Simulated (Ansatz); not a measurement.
Process, species as SMILES: N#C (CH-N) → C atom + H atom + N atom
B3LYP-D3(BJ)/def2-TZVP geometries, fixed; electronic energies without zero-point terms.

Basis-set convergence of the atomisation energy at HF with Ansatz (a first-principles code). Cartesian d functions, on some or all atoms, in 6-31G*; all else is spherical. Open shells are unrestricted. No added dispersion term, no relativity. Functions are those of the species that has most. Reference: the value in pcseg-4, 200.19 kcal/mol, itself unsure by roughly 0.37 kcal/mol (its mean distance from aug-pcseg-3, aug-cc-pVQZ, cc-pV5Z). Deviations are taken from unrounded values.

```csv
basis,functions,atomisation energy (kcal/mol),minus reference (kcal/mol)
3-21G,20,170.05,-30.14
pcseg-0,20,168.55,-31.64
6-31G*,32,194.59,-5.60
cc-pVTZ,74,198.84,-1.35
def2-TZVPPD,91,199.26,-0.94
"6-311++G(3df,3pd)",96,200.33,0.13
aug-pcseg-2,115,200.36,0.17
pcseg-3,153,200.55,0.35
def2-QZVPPD,159,199.72,-0.47
```

The smallest set listed that lies within 4 kcal/mol of the reference with all its larger relatives (same family, alike in diffuse functions; a set with none counts only in the reference's own line) is cc-pVTZ (74 functions, -1.35 kcal/mol off). Inside, with no larger relative to test it: 6-311++G(3df,3pd). (Relatives not listed, tested too: cc-pVQZ -0.44, aug-pcseg-3 0.36, cc-pV5Z -0.34, pcseg-4 0.00 kcal/mol.)
